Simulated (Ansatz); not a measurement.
Ansatz (a program for electronic structure) input:
A basis named .json is the Basis Set Exchange file of that set.

Ansatz 0.2 input:
```yaml
crystal:
  periodic: [false, false, false]
  atoms:
    - {symbol: B, position_ang: [-0.09204277, 0.13541101, 0.33572135]}
    - {symbol: F, position_ang: [-1.10489359, -0.74593739, -0.07901131]}
    - {symbol: F, position_ang: [0.02219153, 1.21225224, -0.55982789]}
    - {symbol: F, position_ang: [1.13383693, -0.54154318, 0.45232733]}
basis:
  gaussian:
    orbitals: cc-pVQZ
    fitting: {mean_field: def2-universal-jkfit, correlation: cc-pVQZ-RIFIT.json}
total_charge: -1
magnetization: {spin_polarized: true, initial_magnetization: 1}
correlation: {method: mp2, electrons: outside_noble_gas}
```

Task: Which total energy does the run end on?

Result: -324.23229 Eh (RI-MP2/cc-pVQZ). The basis has 220 functions.
